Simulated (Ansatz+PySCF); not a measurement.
The numbers below are computed, except where a source is named.
## Several solutions for singlet COS

```xyz
3

O     0.0000    0.0000   -1.6821
C     0.0000    0.0000   -0.5257
S     0.0000    0.0000    1.0382
```

Basis set: def2-SVP (spherical functions). Charge 0, multiplicity 1.

CASSCF(8,6) was run from several starts with Ansatz (development build ahead of 0.2.0) and PySCF 2.14.0. The starts are those of the Hartree–Fock orbitals from which the active space was taken at the frontier.

| run | program | start | converged | energy (hartree) | <S²> |
| --- | --- | --- | --- | --- | --- |
| A | PySCF | program defaults | no | – | – |
| B | Ansatz | atomic start, no search | yes | -510.14059 | 0.00 |
| C | Ansatz | stability test followed | yes | -510.14059 | 0.00 |
| D | Ansatz | search for the lowest state | yes | -510.14059 | 0.00 |

**Question.** Which runs reached the lowest solution of this kind, and what is wrong with the others?

**Answer.** B, C, D reached the lowest solution found. Not converged: A.
